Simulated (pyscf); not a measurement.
AsH₃ + AlH₃ -> AsH₃ + AlH₃ (four-centre exchange; singlet surface; As–H, Al–H broken, As–H, Al–H formed). PySCF, gas phase, ωB97X-D3(BJ)/def2-SVP geometries. MP2 and CC: frozen core, UHF for open shells. ΔMP2 is the change of the MP2 total energy from the triple- to the quadruple-zeta basis. Energies in kcal/mol from the separated reactants.

```
level                             barrier  reaction energy
--------------------------------  -------  ---------------
PBE/def2-TZVP                        17.6              0.0
M06-2X/def2-TZVP                     20.5              0.0
ωB97M-D3(BJ)/def2-TZVP               24.3              0.0
HF/def2-TZVP                         38.4              0.0
MP2/def2-QZVPP                       26.8              0.0
CCSD/def2-TZVPP                       ___              0.0
CCSD(T)/def2-TZVPP + ΔMP2(QZVPP)      ___              0.0
```

**Question.** Fill in the missing entries.

**Answer.** 
- CCSD/def2-TZVPP, barrier: 27.4
- CCSD(T)/def2-TZVPP + ΔMP2(QZVPP), barrier: 25.4

On the reactant side the descent ends in an adduct with a Al–As contact, 6.2 kcal/mol under the separated species and 26.7 kcal/mol under the saddle at ωB97X-D3(BJ)/def2-TZVP. On the product side the descent ends in an adduct with a Al–As contact (not fully relaxed), 6.2 kcal/mol under the separated species and 26.7 kcal/mol under the saddle at ωB97X-D3(BJ)/def2-TZVP. At ωB97X-D3(BJ) the barrier from the zero used here is 20.4 kcal/mol. One saddle was located; it need not be the lowest between these sides. The CCSD(T) − MP2 part came from Ansatz, without density fitting, on the same reference. The frozen core leaves the outer d or s,p core shells of the metals and heavy elements correlated in the MP2 and CC values, and def2-TZVPP describes them poorly, which can shift differences by a few kcal/mol. Elements up to Kr have no core potential and no relativistic terms here.
